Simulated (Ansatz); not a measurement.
Basis-set extrapolation for C2H6O2, SMILES `COCO` (PBE0-D4/def2-TZVP geometry, frozen core, Ansatz 0.2.0). Multiplicity 1, RHF reference.

```tsv
	def2-TZVPP	def2-QZVPP
HF	-229.033650	-229.044671
MP2 correlation	-0.828383	-0.889677
CCSD(T) correlation	-0.887372	-0.943671
```

Energies in hartree. Use E(X) = E(∞) + A·exp(−7.88·√X) for Hartree–Fock and E(X) = E(∞) + B·X^(−2.97) for correlation, with X = 3 and 4.

What is the CCSD(T) energy at the basis-set limit?

HF limit: -229.044671 + (-0.011021) × 0.13774 = -229.04619. Correlation limit: -0.943671 + (-0.056299) × 0.74074 = -0.98537. Total: -230.03156 hartree, 69.4 kcal/mol below CCSD(T)/def2-TZVPP.
